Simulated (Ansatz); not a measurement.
Process, species as SMILES: NC(=O)C → [NH-]C(C)=O + H+
B3LYP-D3(BJ)/def2-TZVP geometries, fixed; electronic energies without zero-point terms.

Basis-set convergence of the deprotonation energy at HF with Ansatz (a program for electronic structure). Cartesian d functions, on some or all atoms, in 6-31G**, 6-31+G*; all else is spherical. Species with rotatable bonds are taken in one conformer. The proton leaves the site shown, which need not be the most acidic. No added dispersion term, no relativity. Functions are those of the species that has most. Reference: the value in aug-pcseg-3, 378.82 kcal/mol, itself unsure by roughly 0.10 kcal/mol (its mean distance from aug-cc-pVQZ, def2-QZVPPD).

```
basis            functions  deprotonation energy (kcal/mol)
---------------  ---------  -------------------------------
STO-3G                  25                           477.09
6-31G                   46                           387.82
pcseg-0                 46                           386.74
def2-SVP                81                           387.52
6-31G**                 85                           387.80
6-31+G*                 86                              ___
aug-cc-pVDZ            137                              ___
def2-TZVP              154                              ___
pcseg-2                190                           379.42
def2-TZVPD             196                              ___
jun-cc-pV(T+d)Z        226                           378.28
def2-QZVPP             378                           379.31
cc-pV5Z                639                           379.20
```

Question: Some entries are withheld; supply them.

Answer: 
- 6-31+G*, deprotonation energy (kcal/mol): 374.55
- aug-cc-pVDZ, deprotonation energy (kcal/mol): 376.24
- def2-TZVP, deprotonation energy (kcal/mol): 380.10
- def2-TZVPD, deprotonation energy (kcal/mol): 378.21
